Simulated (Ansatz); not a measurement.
## What a trial cell of Br relaxes into

Level of theory: DFT PBEsol, scalar-relativistic, plane waves, PAW (Ansatz 0.2.0). Cutoff 420 eV, Γ-centred k mesh, Gaussian smearing, no spin polarisation in the final step.

A relaxed cell is given with its space group left out.

```yaml
crystal:
  lattice:
    - [1.91202, 1.10390, 6.24656]
    - [-1.91202, 1.10390, 6.24656]
    - [0.00000, -2.20781, 6.24656]
  atoms:
    - { symbol: Br, position: [0.00000, 0.00000, 0.00000] }
    - { symbol: Br, position: [0.22275, 0.22275, 0.22275] }
    - { symbol: Br, position: [0.77725, 0.77725, 0.77725] }
```

Energies count from the standard state of Br at the same level.

What space group does it have?

R-3m (No. 166). Conventional cell: a = 3.824 Å, c = 18.740 Å. Around Br on Wyckoff site a (1 atom of the primitive cell) lie 6 Br at 3.03 Å; Br on Wyckoff site c (2 atoms of the primitive cell) has 6 Br at 3.03–3.05 Å.

How far above the standard state of Br does it lie?

0.43 eV/atom.

Is it a metal?

Yes, bands cross the Fermi level on the 15×15×15 mesh.

The final run used a 15×15×15 mesh on its 3-atom cell and 0.10 eV smearing. The k mesh leaves about 4 meV/atom of noise in metals. The cell came from a trial start, so Br may not exist in this structure.